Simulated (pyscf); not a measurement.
**Four-centre exchange: F–Sb(F)–F (SMILES [F][Sb]([F])[F]) + HCl (SMILES Cl) → F–Sb(F)–Cl (SMILES [F][Sb]([F])[Cl]) + HF (SMILES F)**

Gas phase, singlet surface, charge 0. Bonds broken: Sb1–F2, Cl5–H6. Bonds formed: Sb1–Cl5, F2–H6. Single points on ωB97X-D3(BJ)/def2-SVP structures (PySCF, gas phase).

Transition state (Å):

```xyz
6

Sb    -1.6442    -1.2884     0.9890
F     -2.0109     0.8340     0.8681
F     -1.9154    -1.5510    -0.8792
F     -3.5443    -1.3061     1.3201
Cl     0.4688     0.2668     0.3383
H     -0.9729     0.9837     0.5847
```

One imaginary mode, 268i cm⁻¹; descent along it reached the two sides named, in the forms told below.

```
bond     change  reactant side (Å)  saddle  product side
-------  ------  -----------------  ------  ------------
Sb1–F2   breaks              1.943   2.157           2.7
Cl5–H6   breaks              1.294   1.629         2.313
Sb1–Cl5   forms                3.2     2.7         2.383
F2–H6     forms              1.969   1.086         0.935
```

Electronic energies relative to the separated reactants (kJ/mol):

```json
[
 {"level": "ωB97X-D3(BJ)/def2-TZVP", "barrier": "37.7", "reaction energy": "-15.5", "reverse barrier": "53.3"},
 {"level": "PBE/def2-TZVP", "barrier": "25.6", "reaction energy": "-5.4", "reverse barrier": "31.0"},
 {"level": "r²SCAN/def2-TZVP", "barrier": "29.8", "reaction energy": "-4.8", "reverse barrier": "34.6"},
 {"level": "B3LYP-D3(BJ)/def2-TZVP", "barrier": "37.7", "reaction energy": "-7.9", "reverse barrier": "45.7"},
 {"level": "PBE0-D3(BJ)/def2-TZVP", "barrier": "31.6", "reaction energy": "-13.7", "reverse barrier": "45.3"},
 {"level": "M06-2X/def2-TZVP", "barrier": "42.1", "reaction energy": "-8.0", "reverse barrier": "50.0"},
 {"level": "ωB97M-D3(BJ)/def2-TZVP", "barrier": "47.8", "reaction energy": "-3.8", "reverse barrier": "51.6"},
 {"level": "HF/def2-TZVP", "barrier": "110.0", "reaction energy": "-7.1", "reverse barrier": "117.1"}
]
```

With ωB97M-D3(BJ)/def2-TZVP energies and thermal terms (ideal gas, 1 atm, RRHO with modes under 100 cm⁻¹ raised to 100, one conformer, R ln 2 for chiral ones without a mode under 150 cm⁻¹), in kJ/mol:

```tsv
T (K)	ΔH‡	ΔG‡	ΔH	ΔG
298	47.0	88.6	+1.4	-0.9
600	46.2	131.2	+1.9	-3.5
900	47.1	173.6	+2.0	-6.3
1200	48.7	215.5	+1.7	-9.0
```

On the reactant side the descent ends in a complex, 22.5 kJ/mol under the separated species and 60.3 kJ/mol under the saddle at ωB97X-D3(BJ)/def2-TZVP. On the product side the descent ends in a complex (not fully relaxed), 26.3 kJ/mol under the separated species and 79.6 kJ/mol under the saddle at ωB97X-D3(BJ)/def2-TZVP. One saddle was located; it need not be the lowest between these sides. Elements past Kr carry the def2 core potentials, without spin-orbit coupling.
